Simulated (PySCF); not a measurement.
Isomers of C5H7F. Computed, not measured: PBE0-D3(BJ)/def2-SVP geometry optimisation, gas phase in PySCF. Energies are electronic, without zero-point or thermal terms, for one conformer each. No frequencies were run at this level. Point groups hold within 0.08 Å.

Task: Order them by energy at this level, lowest first, and give relative energies in kJ/mol.
A. `[F:1][C@H:2]1[CH:3]=[CH:4][CH2:5][CH2:6]1` with F1–C2–C3–C4 134°, C3–C4–C5–C6 -12°, C4–C5–C6–C2 19°, F1–C2–C6–C5 -141°
B. `[CH3:1][CH2:2][C:3]1=[CH:4][C@@H:5]1[F:6]` with C1–C2–C3–C4 -2°
C. `C#CC(C)(C)F` (HC≡CCF(CH3)2)
D. `[CH2:1]=[C:2]=[C:3]([CH3:4])[CH2:5][F:6]` with C2–C3–C5–F6 -125°
E. `[CH2:1]=[C:2]=[CH:3][C@@H:4]([CH3:5])[F:6]` with C2–C3–C4–C5 120°
F. `[CH2:1]=[CH:2][CH2:3]/[CH:4]=[CH:5]/[F:6]` with C1–C2–C3–C4 120°, C2–C3–C4–C5 -120°

Result: A (0.0), F (105.3), E (129.1), D (132.6), C (147.7), B (162.3).

As drawn, the highest has a three-membered ring, which the lowest lacks. Neighbours under 10 kJ/mol apart (C=C=C[C@@H](C)F and C=C=C(C)CF) can change places with a better method, another conformer or zero-point energy.

```json
{"SMILES": "F[C@H]1C=CCC1", "E (Eh)": "-294.02671", "E rel (kJ/mol)": "0.0", "dipole (D)": "2.01", "point group": "C1", "A, B, C (MHz)": "6981, 3258, 2417"}
{"SMILES": "C=CC/C=C/F", "E (Eh)": "-293.98660", "E rel (kJ/mol)": "105.3", "dipole (D)": "1.34", "point group": "C1", "A, B, C (MHz)": "11456, 1410, 1365"}
{"SMILES": "C=C=C[C@@H](C)F", "E (Eh)": "-293.97755", "E rel (kJ/mol)": "129.1", "dipole (D)": "1.82", "point group": "C1", "A, B, C (MHz)": "7814, 1876, 1645"}
{"SMILES": "C=C=C(C)CF", "E (Eh)": "-293.97621", "E rel (kJ/mol)": "132.6", "dipole (D)": "1.54", "point group": "C1", "A, B, C (MHz)": "6050, 2227, 1772"}
{"SMILES": "C#CC(C)(C)F", "E (Eh)": "-293.97044", "E rel (kJ/mol)": "147.7", "dipole (D)": "1.83", "point group": "Cs", "A, B, C (MHz)": "4849, 2765, 2695"}
{"SMILES": "CCC1=C[C@@H]1F", "E (Eh)": "-293.96488", "E rel (kJ/mol)": "162.3", "dipole (D)": "2.45", "point group": "C1", "A, B, C (MHz)": "9341, 1933, 1754"}
```
